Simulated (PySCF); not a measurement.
# CS: bond curves at several levels of theory

The task here is to estimate one member of a computed series from the others.

Method: C STO-3G, S STO-3G, no relativity; program: PySCF 2.14.0.

The first run:

Settings of the job:

```json
{
  "atoms": "C, S",
  "charge": "0",
  "basis": "C STO-3G, S STO-3G",
  "Hamiltonian": "no relativity",
  "basis functions": "14",
  "electrons treated": "22",
  "masses in u": "12.0000, 31.9721",
  "levels": "PBE0, PBE, r²SCAN, B3LYP, M06, TPSSh, LC-ωPBE, HF, MP2, SCS-MP2, CCSD, CCSD(T)",
  "grid": "80 radial by 434 angular points",
  "occupations": "held fixed by the projection of orbital angular momentum",
  "dissociation limit": "C + S, each in its ground configuration",
  "starting distance in angstrom": "1.695",
  "values of 2S to try": "0, 2, 4"
}
```

Run with:

```console
$ OMP_NUM_THREADS=1 python dia.py task.json out
```

Steps of the session up to this table: The job; First curve: PBE0; Higher solutions at PBE0; PBE; r²SCAN; B3LYP; M06 (hybrid meta-GGA); TPSSh (hybrid meta-GGA); LC-ωPBE (range-separated hybrid); RHF (mean field); Adding correlation.

One table of the session follows, with a row left open; its other results are not shown here.

It belongs to the step «The curves together». Energy (eV) from each level's lowest point:

```
R (Å)    RHF  RHF-MP2  RHF-SCS-MP2  RHF-CCSD  RHF-CCSD(T)
1.342  1.691    2.388        2.339       n/a          n/a
1.404  0.636    1.136        1.099     1.013        1.120
1.466  0.119    0.405        0.381     0.324        0.395
1.513  0.000    0.116        0.104     0.074        0.112
1.560  0.062    0.000        0.000     0.000        0.000
1.607      ?        ?            ?         ?            ?
1.669  0.709    0.215        0.247     0.326        0.213
1.747  1.458    0.661        0.716     0.844        0.628
1.841  2.530    1.430        1.509     1.650        1.277
1.966  4.070    2.881        2.969       n/a          n/a
```

Estimate the missing values for R (Å) = 1.607.

Worked estimate for «RHF». A straight line through the neighbours (1.560, 0.062) and (1.669, 0.709) gives 0.062 + (0.709 − 0.062) × (1.607 − 1.560) / (1.669 − 1.560) = 0.341; a parabola fitted to 4 rows on both sides gives 0.280.

The run gave: RHF: 0.266; RHF-MP2: 0.021; RHF-SCS-MP2: 0.034; RHF-CCSD: 0.067; RHF-CCSD(T): 0.023. In «RHF» the line misses by +0.075 and the parabola by +0.014.

State 2 has its PBE0 minimum 3.41 eV higher. State 3 has its PBE0 minimum 5.79 eV higher. The other levels ran on the lowest alone.
